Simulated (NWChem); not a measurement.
System: chloromethane (CH3Cl); SMILES ClC

Here is an NWChem input.

```
start job
memory heap 200 mb stack 900 mb global 1100 mb
geometry units angstroms noautosym nocenter noautoz
  C      0.000000     0.000000    -1.110906
  Cl     0.000000     0.000000     0.664417
  H      0.732981     0.732981    -1.470125
  H      0.268290    -1.001270    -1.470125
  H     -1.001270     0.268290    -1.470125
end
basis spherical
  C library 6-31g*
  Cl library 6-31g*
  H library 6-31g*
end
dft
  xc pbe0
  iterations 150
end
cosmo
  dielec 2.4
end
task dft energy
```

Parts of the log:

```
             Northwest Computational Chemistry Package (NWChem) 7.3.0
             --------------------------------------------------------

                             Geometry "geometry" -> ""
                             -------------------------

 Output coordinates in angstroms (scale by  1.889725989 to convert to a.u.)

  No.       Tag          Charge          X              Y              Z
 ---- ---------------- ---------- -------------- -------------- --------------
    1 C                    6.0000     0.00000000     0.00000000    -1.11090600
    2 Cl                  17.0000     0.00000000     0.00000000     0.66441700
    3 H                    1.0000     0.73298100     0.73298100    -1.47012500
    4 H                    1.0000     0.26829000    -1.00127000    -1.47012500
    5 H                    1.0000    -1.00127000     0.26829000    -1.47012500

 Effective nuclear repulsion energy (a.u.)      51.3434382480

                                 NWChem DFT Module
                                 -----------------

 Summary of "ao basis" -> "ao basis" (spherical)
 ------------------------------------------------------------------------------
       Tag                 Description            Shells   Functions and Types
 ---------------- ------------------------------  ------  ---------------------
 C                           6-31g*                  6       14   3s2p1d
 Cl                          6-31g*                  8       18   4s3p1d
 H                           6-31g*                  2        2   2s

 in cosmo_initialize ...

 solvent parameters
 solvname_short: unkn
 solvname_long:  unknown
 dielec:        2.4000

          ---------------
          -cosmo- solvent
          ---------------
 Cosmo: York-Karplus, doi: 10.1021/jp992097l
 dielectric constant -eps-     =   2.40
 screen = (eps-1)/(eps    )    =   0.58333
 surface charge correction     = lagrangian

   van der Waals surface
 --------------------------

 ---------- ATOMIC COORDINATES (A.U.) ------------ VDWR(ANG.) --
     1    0.00000000    0.00000000   -2.09930794     2.000
     2    0.00000000    0.00000000    1.25556607     2.050
     3    1.38513324    1.38513324   -2.77813342     1.300
     4    0.50699459   -1.89212594   -2.77813342     1.300
     5   -1.89212594    0.50699459   -2.77813342     1.300
 number of segments per atom =         32
 number of   points per atom =         32
 atom (   nspa,  nppa )
 ----------------------
    1 (     21,     0 )       0
    2 (     27,     0 )       0
    3 (     15,     0 )       0
    4 (     14,     0 )       0
    5 (     14,     0 )       0
 number of -cosmo- surface points =       91
 molecular surface =     80.864 angstrom**2
 molecular volume  =     55.612 angstrom**3
 G(cav/disp)       =      1.264 kcal/mol
 -lineq- algorithm             =   0
 -bem- low  level              =   2
 -bem- from -octahedral-
 gaussian surface charge width =   4.50000
 degree of switching           =   1.00000
 switching function tolerance  =   0.00010
 atomic radii =
 --------------
    1  6.000  2.000
    2 17.000  2.050
    3  1.000  1.300
    4  1.000  1.300
    5  1.000  1.300
 ...... end of -cosmo- initialization ......

            General Information
            -------------------
          SCF calculation type: DFT
          Wavefunction type:  closed shell.
          No. of atoms     :     5
          No. of electrons :    26
           Alpha electrons :    13
            Beta electrons :    13
          Charge           :     0
          Spin multiplicity:     1
          Use of symmetry is: off; symmetry adaption is: off
          Maximum number of iterations: 150
          AO basis - number of functions:    38
                     number of shells:    20
          Convergence on energy requested:  1.00D-06
          Convergence on density requested:  1.00D-05
          Convergence on gradient requested:  5.00D-04

              XC Information
              --------------
                         PBE0 Method XC Functional
                     Hartree-Fock (Exact) Exchange  0.250
          PerdewBurkeErnzerhof Exchange Functional  0.750
            Perdew 1991 LDA Correlation Functional  1.000 local
           PerdewBurkeErnz. Correlation Functional  1.000 non-local

[...]

                                   COSMO solvation results
                                   -----------------------

                 gas phase energy =      -499.884537617464
                 sol phase energy =      -499.887096882490
 (electrostatic) solvation energy =         0.002559265027 (    1.61 kcal/mol)

                       DFT Final Molecular Orbital Analysis
                       ------------------------------------

 Vector   11  Occ=2.000000D+00  E=-4.307851D-01
              MO Center= -3.4D-05, -3.4D-05,  2.6D-02, r^2= 2.0D+00
   Bfn.  Coefficient  Atom+Function         Bfn.  Coefficient  Atom+Function
  ----- ------------  ---------------      ----- ------------  ---------------
    23      0.569053  2 Cl pz                 5     -0.361586  1 C  pz
    19     -0.225306  2 Cl pz                 9     -0.198068  1 C  pz
    24      0.197038  2 Cl s                 27      0.184835  2 Cl pz
    20      0.132784  2 Cl s                 33      0.078035  3 H  s
    35      0.078107  4 H  s                 37      0.078107  5 H  s

 Vector   12  Occ=2.000000D+00  E=-3.121575D-01
              MO Center= -3.2D-02, -3.2D-02,  3.8D-01, r^2= 1.7D+00
   Bfn.  Coefficient  Atom+Function         Bfn.  Coefficient  Atom+Function
  ----- ------------  ---------------      ----- ------------  ---------------
    21      0.487735  2 Cl px                22     -0.487735  2 Cl py
    25      0.283780  2 Cl px                26     -0.283780  2 Cl py
    17     -0.189969  2 Cl px                18      0.189969  2 Cl py
    36     -0.128602  4 H  s                 38      0.128602  5 H  s
     3     -0.121492  1 C  px                 4      0.121492  1 C  py

 Vector   13  Occ=2.000000D+00  E=-3.121448D-01
              MO Center=  3.2D-02,  3.2D-02,  3.8D-01, r^2= 1.7D+00
   Bfn.  Coefficient  Atom+Function         Bfn.  Coefficient  Atom+Function
  ----- ------------  ---------------      ----- ------------  ---------------
    21      0.487730  2 Cl px                22      0.487730  2 Cl py
    25      0.283772  2 Cl px                26      0.283772  2 Cl py
    17     -0.189966  2 Cl px                18     -0.189966  2 Cl py
    34     -0.148535  3 H  s                 33     -0.134565  3 H  s
     3     -0.121509  1 C  px                 4     -0.121509  1 C  py

 Vector   14  Occ=0.000000D+00  E= 4.370556D-02
              MO Center=  2.3D-05,  2.3D-05, -1.2D-01, r^2= 2.8D+00
   Bfn.  Coefficient  Atom+Function         Bfn.  Coefficient  Atom+Function
  ----- ------------  ---------------      ----- ------------  ---------------
     6      1.348117  1 C  s                 27      0.941823  2 Cl pz
     9      0.774568  1 C  pz                24     -0.734927  2 Cl s
    23      0.436695  2 Cl pz                 5      0.388451  1 C  pz
    34     -0.229255  3 H  s                 36     -0.229135  4 H  s
    38     -0.229135  5 H  s                 20     -0.199645  2 Cl s

 Vector   15  Occ=0.000000D+00  E= 1.286110D-01
              MO Center= -1.2D-03, -1.2D-03, -1.4D+00, r^2= 3.3D+00
   Bfn.  Coefficient  Atom+Function         Bfn.  Coefficient  Atom+Function
  ----- ------------  ---------------      ----- ------------  ---------------
     6      2.000015  1 C  s                 34     -1.087538  3 H  s
    36     -1.090681  4 H  s                 38     -1.090681  5 H  s
     9     -0.757823  1 C  pz                20      0.291804  2 Cl s
     5     -0.287887  1 C  pz                23     -0.135597  2 Cl pz
    27     -0.135813  2 Cl pz                 2      0.121806  1 C  s

 Vector   16  Occ=0.000000D+00  E= 1.604036D-01
              MO Center=  3.4D-01,  3.4D-01, -1.4D+00, r^2= 3.0D+00
   Bfn.  Coefficient  Atom+Function         Bfn.  Coefficient  Atom+Function
  ----- ------------  ---------------      ----- ------------  ---------------
    34      1.732491  3 H  s                  7     -0.972956  1 C  px
     8     -0.972955  1 C  py                36     -0.864315  4 H  s
    38     -0.864316  5 H  s                  3     -0.273711  1 C  px
     4     -0.273711  1 C  py                25      0.170264  2 Cl px
    26      0.170264  2 Cl py                33      0.136261  3 H  s

     Multipole analysis of the density
     ---------------------------------

     L   x y z        total         alpha         beta         nuclear
     -   - - -        -----         -----         ----         -------
     0   0 0 0     -0.000000    -13.000000    -13.000000     26.000000

     1   1 0 0     -0.000066     -0.000034     -0.000034      0.000002
     1   0 1 0     -0.000066     -0.000034     -0.000034      0.000002
     1   0 0 1     -0.910741     -0.662558     -0.662558      0.414375

     2   2 0 0    -14.649842    -10.202810    -10.202810      5.755778
     2   1 1 0      0.000348      0.000175      0.000175     -0.000001
     2   1 0 1     -0.000045     -0.000020     -0.000020     -0.000005
     2   0 2 0    -14.649842    -10.202810    -10.202810      5.755778
     2   0 1 1     -0.000045     -0.000020     -0.000020     -0.000005
     2   0 0 2    -13.284634    -44.840429    -44.840429     76.396224
```

Level: PBE0/6-31G* (spherical d), COSMO on the gas-phase geometry. Structure relaxed at the PBE0/def2-SVP level. COSMO prints the solvation energy as gas minus solution, so a positive value is a stabilisation.
